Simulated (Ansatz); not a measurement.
The input, for Ansatz 0.2.0:

```yaml
crystal:
  periodic: [false, false, false]
  atoms:
    - {symbol: Si, position_ang: [-1.643607, 0.000000, 0.000000]}
    - {symbol: H, position_ang: [-2.138479, 1.399708, 0.000000]}
    - {symbol: H, position_ang: [-2.138478, -0.699854, 1.212183]}
    - {symbol: H, position_ang: [-2.138479, -0.699854, -1.212182]}
    - {symbol: H, position_ang: [-0.105607, 0.000000, 0.000000]}
    - {symbol: Si, position_ang: [1.651393, 0.000000, 0.000000]}
    - {symbol: H, position_ang: [2.101367, -1.416253, 0.000000]}
    - {symbol: H, position_ang: [2.101366, 0.708127, -1.226512]}
    - {symbol: H, position_ang: [2.101367, 0.708127, 1.226511]}
basis:
  gaussian: {orbitals: cc-pVDZ}
magnetization: {spin_polarized: false, initial_magnetization: 1}
correlation: {method: sc_nevpt2, electrons: outside_noble_gas, active_space: {window: {electrons: 9, orbitals: 9}}}
```

```sh
$ ansatz run in.yaml --threads 2 --pin off --events-out ev --progress --plain --max-ram 16896MiB --backend cuda --devices 0, --max-vram 18GiB
```

The program prints:

```
664 factors; integrals over basis functions are off by at most 1.2e-3 eV
mean field evaluation 1: about -15831.0448 eV, gradient 1.3e1 eV
mean field evaluation 2: about -15831.0471 eV, gradient 1.3e1 eV
mean field evaluation 4: about -15832.1649 eV, gradient 6.3e-1 eV
mean field evaluation 8: about -15832.1697 eV, gradient 1.1e-3 eV
mean field -15832.16970919 eV, -581.8215053826 hartree, gradient 1.5e-6 eV, S^2 0.750000; 0 other end points of the search recorded, 0 dependent functions left out
reference -15832.16970919 eV, -581.8215053826 hartree; 18, 17 occupied and 53, 54 virtual orbitals, 664 factors
state -15833.77278120 eV, -581.8804171924 hartree
state -15833.77278120 eV, -581.8804171924 hartree; corrected -15838.45902570 eV, -582.0526335015 hartree
Total energy: -15838.45902570 eV, -582.0526335015 hartree
```

For the same geometry and basis UCCSDT(Q) lies 1705.0 meV lower.

Ran on 2 threads of AMD EPYC 7R13 with a shared H100 80 GB, shared host: 7 s wall, 0.81 GiB peak host memory.
